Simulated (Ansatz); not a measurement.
Gas-phase electronic energies from Ansatz, PBE0-D4/def2-TZVP geometries. CBS: def2 TZ/QZ extrapolation, frozen cores. DFT in def2-TZVPP. No spin–orbit coupling; open shells (•) take unrestricted orbitals. Spin–orbit coupling would lower the free atoms: a little for C, F, O.

Consider the atomization: `FC1(F)CO1` → 2 C• + 2 F• + 2 H• + O•.

`FC1(F)CO1`:

```xyz
7

F    -1.701    0.503    0.069
C    -0.551   -0.017   -0.353
F    -0.823   -0.980   -1.230
C     0.635   -0.032    0.466
O     0.424    0.852   -0.685
H     1.385   -0.800    0.308
H     0.630    0.475    1.425
```

| species | revPBE-D4 energy (Eh) |
| --- | --- |
| `FC1(F)CO1` | -352.33761 |
| C• | -37.84560 |
| F• | -99.73486 |
| H• | -0.50412 |
| O• | -75.07119 |

**Question.** Work out ΔE.

**Answer.** ΔE = 2 × (-37.84560) + 2 × (-99.73486) + 2 × (-0.50412) + (-75.07119) − (-352.33761) = 1.09726 Eh = +29.86 eV. CCSD(T)/CBS gives +29.45 eV.

Largest T1 diagnostic among the species: 0.012.

Leaving LDA and LC-ωPBE aside and taking each functional with its dispersion term where it has one, the values, not all of them listed here, spread over 3.36 eV, from BHLYP-D4 to PBE-D4. LDA lies +4.95 eV from PBE without D4, its usual overbinding. From BLYP to BHLYP (50 % exact exchange), in def2-TZVPP and without D4, ΔE moves by −1.90 eV: exact exchange takes away binding that semilocal exchange gives to molecules. In def2-TZVPP, CCSD(T) changes the Hartree–Fock value by +8.99 eV (the triples alone add +0.67 eV) and MP2 by +10.26 eV; breaking electron pairs costs correlation energy, which Hartree–Fock lacks.
